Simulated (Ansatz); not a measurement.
`CC/N=C\F` → `C=NC(C)F`  (isomerisation)

Computed with Ansatz on PBE0-D4/def2-TZVP structures; ΔE is electronic, products minus reactants. CCSD(T)/CBS is the MP2 limit (def2-TZVPP, def2-QZVPP) plus CCSD(T) − MP2 in def2-TZVPP, frozen cores. Functionals use def2-TZVPP. One conformer a species, not always the lowest.

```
             level  ΔE (kJ/mol)
        r2SCANh-D4         12.3
          PBE-QIDH         12.3
RPA@PBE/def2-TZVPP          8.1
      MP2/def2-SVP         13.3
  CCSD(T)/def2-SVP          9.0
     HF/def2-TZVPP          4.7
SCS-MP2/def2-TZVPP         10.1
    CCSD/CBS(def2)          6.3
```

Q: What does CCSD(T)/CBS give? (Estimate.)

A: Ansatz gave: +7.1 kJ/mol. The listed levels differ from it by 5.2, 5.2, 1.0, 6.2, 1.9, -2.4, 3.0, -0.8 kJ/mol.

Largest T1 diagnostic among the species: 0.012.

In def2-TZVPP, CCSD(T) changes the Hartree–Fock value by +3.8 kJ/mol (the triples alone add +0.9 kJ/mol) and MP2 by +7.4 kJ/mol. From BLYP to BHLYP (50 % exact exchange), in def2-TZVPP and without D4, ΔE moves by −6.5 kJ/mol. Leaving LDA and LC-ωPBE aside and taking each functional with its dispersion term where it has one, the values, not all of them listed here, spread over 8.9 kJ/mol, from BHLYP-D4 to PBE-D4.

CCSD(T)/CBS has its own doubt, a few kJ/mol and more with outer-core shells, so smaller differences from it don't rank the levels.
